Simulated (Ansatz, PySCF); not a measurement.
Lewis adducts of Ga(Cl)3. Isolated molecules, 0 K electronic values unless said otherwise. One relaxed conformer stands for each flexible species; it need not be the lowest. Strings in code marks are SMILES.

Quantity: vertical ionisation energy (energy after one electron is removed minus that of the parent at the parent's geometry), in eV.

Level 1: frozen-core MP2/cc-pVTZ // PBE-D3(BJ)/def2-SVP (Ansatz, a quantum-chemistry and plane-wave program)
Level 2: SVWN5/6-31G* // PBE-D3(BJ)/def2-SVP (PySCF)
Level 3: minus the HOMO energy of HF/3-21G // PBE-D3(BJ)/def2-SVP (PySCF)
Level 4: minus the HOMO energy of SVWN5/6-31G* // PBE-D3(BJ)/def2-SVP (PySCF)

```csv
species,level 1,level 2,level 3,level 4
`COC`,10.46,9.66,11.15,5.54
`[Cl][Ga]([Cl])[Cl]`,12.25,11.05,13.18,8.11
`N`,11.01,11.03,11.22,5.57
`O`,12.62,12.63,13.07,6.24
`CO`,11.29,10.53,11.78,5.74
`CN(C)C`,8.56,8.11,9.19,4.47
```
